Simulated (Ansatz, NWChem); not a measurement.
## CH4O (SMILES CO): from total energies to a heat of formation

The species is CH4O (6 atoms), meant as a singlet with charge 0. SMILES: `CO`. Geometry: relaxed at PBE0-D4/def2-TZVP.

Total energies at HF/3-21G (NWChem 7.3.0); the atoms run unrestricted:

```tsv
species	state	energy (Eh)
CH4O	singlet	-114.396859
C	triplet	-37.481070
O	triplet	-74.393657
H	doublet	-0.496199
```

Harmonic wavenumbers at PBE0-D4/def2-TZVP, in cm⁻¹: 306, 1064, 1107, 1174, 1374, 1477, 1490, 1506, 3005, 3057, 3131, 3880.

Measured heats of formation of the gaseous atoms at 298.15 K, in kJ/mol: C 716.9, O 249.2, H 218.0. Spin-orbit lowering of the atoms at 298 K (mean of the ground term's levels less their thermal mean, from spectra), in kJ/mol: C 0.02, O 0.40. Take 1 Eh = 2625.50 kJ/mol, 1 cm⁻¹ = 0.0119627 kJ/mol, RT = 2.479 kJ/mol.

Task: Work out the heat of formation of the gas at 298 K.

Result: 
1. Electronic atomisation energy: (-37.481070) + (-74.393657) + 4 × (-0.496199) − (-114.396859) = 0.537336 Eh = 1410.8 kJ/mol.
2. Zero-point energy: half the sum of the wavenumbers, 11285.5 cm⁻¹ = 135.0 kJ/mol.
3. Thermal vibrational enthalpy, Σ hcν̃/(exp(hcν̃/kT) − 1): 1.3 kJ/mol. Translation, rotation and pV of a non-linear molecule: 4 RT = 9.9 kJ/mol.
4. The 6 free atoms carry 5/2 RT each: 37.2 kJ/mol.
5. Spin-orbit coupling lowers the free atoms by 0.02 + 0.40 = 0.4 kJ/mol.
6. Atomisation enthalpy at 298 K: 1410.8 − 0.4 − 135.0 − 1.3 − 9.9 + 37.2 = 1301.4 kJ/mol.
7. Sum of the atoms' heats of formation: 1838.1 kJ/mol. Heat of formation: 1838.1 − 1301.4 = +536.7 kJ/mol.

The tabulated value is -200.7 kJ/mol (Active Thermochemical Tables), so this level is off by +737.4 kJ/mol, or 36.2 % of the atomisation enthalpy. Hartree–Fock leaves out correlation, which is larger in the molecule than in the atoms, so it underbinds and puts the heat of formation too high. A basis without polarisation functions underbinds badly. Anharmonicity and any spin-orbit splitting of the molecule are left out.
